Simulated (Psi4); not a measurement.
## Worked example: ideal-gas entropy of ClF (chlorine monofluoride)

A linear singlet with charge 0, relaxed at PBE0-D4/def2-SVP (density fitting) (Psi4 1.11):

```xyz
2

F     0.0000    0.0000    0.0162
Cl    0.0000    0.0000    1.6592
```

Harmonic wavenumbers in cm⁻¹: 803.

Masses in u: F 18.998, Cl 35.45. Take T = 298.15 K, p = 1 bar, R = 8.3145 J/(mol K), kT/hc = 207.22 cm⁻¹, rigid rotor and harmonic oscillator.

**Question.** Compute the standard molar entropy.

**Answer.** 
1. Translation (Sackur–Tetrode): S = R[3/2 ln M + 5/2 ln T − 1.1517] with M = 54.448 gives 158.7 J/(mol K).
2. Rotation: the moment of inertia is 33.390 u Å², so B = 16.8576/I = 0.5049 cm⁻¹; σ = 1; q = kT/(σhcB) = 410.4; S = R(ln q + 1) = 58.3.
3. Vibration: with u = ν̃/207.22, each mode gives R[u/(eᵘ − 1) − ln(1 − e⁻ᵘ)]; the sum is 0.9, most from 803 cm⁻¹ (0.9).
4. Spin: R ln 1 = 0.0.
5. Sum: 158.7 + 58.3 + 0.9 + 0.0 = 217.9 J/(mol K).

The tabulated value is 217.9 J/(mol K) (CRC Handbook of Chemistry and Physics): the model is off by 0.0.
